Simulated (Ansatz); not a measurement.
in.yaml

```yaml
crystal:
  periodic: [false, false, false]
  atoms:
    - {symbol: Si, position_ang: [0.000000, 0.023519, 1.089742]}
    - {symbol: Si, position_ang: [0.000000, -0.076896, -1.189690]}
    - {symbol: H, position_ang: [0.000000, 1.216633, 1.985750]}
    - {symbol: H, position_ang: [0.000000, -1.180037, 1.969732]}
    - {symbol: H, position_ang: [0.000000, 1.450716, -1.170505]}
basis:
  gaussian: {orbitals: STO-3G}
total_charge: 1
magnetization: {spin_polarized: false, initial_magnetization: 2}
hamiltonian: {xc: {name: r2SCAN}}
correlation: {method: ccsdtq, electrons: valence}
scf: {lower_state_search: light}
```

```sh
$ ansatz run in.yaml --threads 1 --pin off --events-out ev --progress --plain --max-ram 2393MiB
```

Roughly how long does this take on 1 thread of Arm Neoverse V1, shared host, and how much host memory?

19 s wall and 0.22 GiB.

```
352 factors; integrals over basis functions are off by at most 2.4e-8 eV
mean field evaluation 1: about -15609.2483 eV, gradient 1.3e1 eV
mean field evaluation 2: about -15609.2177 eV, gradient 1.3e1 eV
mean field evaluation 4: about -15609.7121 eV, gradient 7.1e0 eV
mean field evaluation 8: about -15610.1794 eV, gradient 2.6e-1 eV
mean field evaluation 16: about -15610.1798 eV, gradient 6.5e-6 eV
mean field -15610.17982127 eV, -573.6635274717 hartree, gradient 6.6e-6 eV, S^2 2.000000; 0 other end points of the search recorded, 0 dependent functions left out
mean field evaluation 32: about -15582.4315 eV, gradient 9.0e-3 eV
10 core orbitals not correlated: weight in the atoms' cores, before any rotation towards them, 0.999 or more for the frozen orbitals, at most 0.000 for the correlated occupied ones
reference -15582.01148053 eV, -572.6283600427 hartree; 6, 4 occupied and 5, 7 virtual orbitals, 352 factors
second order -1.94555291 eV of doubles, -0.10656131 eV of singles
cycle   1  -2.51295335 eV  change   -6.0e-1 eV  update   7.6e-2
cycle   2  -2.92569676 eV  change   -4.1e-1 eV  update   3.6e-2
cycle   3  -2.95515274 eV  change   -2.9e-2 eV  update   1.1e-2
cycle   4  -2.97025200 eV  change   -1.5e-2 eV  update   6.0e-3
cycle   5  -2.97133784 eV  change   -1.1e-3 eV  update   3.2e-3
cycle   6  -2.97055258 eV  change    7.9e-4 eV  update   1.8e-3
cycle   7  -2.97172202 eV  change   -1.2e-3 eV  update   1.1e-3
cycle   8  -2.97266227 eV  change   -9.4e-4 eV  update   5.4e-4
cycle   9  -2.97232640 eV  change    3.4e-4 eV  update   2.9e-4
cycle  10  -2.97229271 eV  change    3.4e-5 eV  update   1.3e-4
cycle  11  -2.97230562 eV  change   -1.3e-5 eV  update   6.8e-5
cycle  12  -2.97233239 eV  change   -2.7e-5 eV  update   3.0e-5
cycle  13  -2.97233187 eV  change    5.2e-7 eV  update   1.5e-5
cycle  14  -2.97230990 eV  change    2.2e-5 eV  update   7.5e-6
cycle  15  -2.97230844 eV  change    1.5e-6 eV  update   3.2e-6
cycle  16  -2.97231120 eV  change   -2.8e-6 eV  update   1.9e-6
cycle  17  -2.97231279 eV  change   -1.6e-6 eV  update   1.1e-6
cycle  18  -2.97231267 eV  change    1.2e-7 eV  update   6.2e-7
WARN: these amplitudes may be one of several solutions (largest doubles amplitude 0.11, level shift 1.49 eV)
Total energy: -15584.98379320 eV, -572.7375905185 hartree
```
